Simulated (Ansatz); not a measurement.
This geometry of BH4N (6 atoms, charge 0, multiplicity 1) is a first-order saddle point.

All numbers below come from RHF/def2-mTZVP in Ansatz 0.2.0.

```xyz
6
Properties=species:S:1:pos:R:3
B -0.143 -0.661 0.056
N 0.145 0.762 0.274
H -0.408 -1.362 0.980
H -0.127 -1.154 -1.033
H -0.483 1.346 -0.252
H 1.058 1.005 -0.072
```

(1) Which two structures does it join? (They come from a converged band through this point; their orientation in space is the band's.)

(2) How far does it lie above each of them?

Answers

(1) No bond is made or broken. The dihedral H4–B1–N2–H6 goes from -180 to 0°. The two ends are copies of one structure, up to a mirror image or an exchange of like atoms.

Image 0:

```xyz
6
Properties=species:S:1:pos:R:3
B -0.133 -0.677 -0.027
N 0.151 0.680 0.013
H 0.238 -1.375 0.860
H -0.743 -1.119 -0.946
H -0.129 1.318 -0.698
H 0.659 1.109 0.752
```

Image 8:

```xyz
6
Properties=species:S:1:pos:R:3
B -0.134 -0.677 -0.026
N 0.154 0.679 0.011
H 0.236 -1.376 0.862
H -0.744 -1.119 -0.945
H 0.658 1.111 0.752
H -0.128 1.317 -0.699
```

(2) 124.2 kJ/mol above the first and 124.2 kJ/mol above the second. This is the barrier of this one path; another mechanism may lie lower.

The run took 29 s on 1 thread of Arm Neoverse V2, with other jobs on the host, peak memory 0.081 GiB.
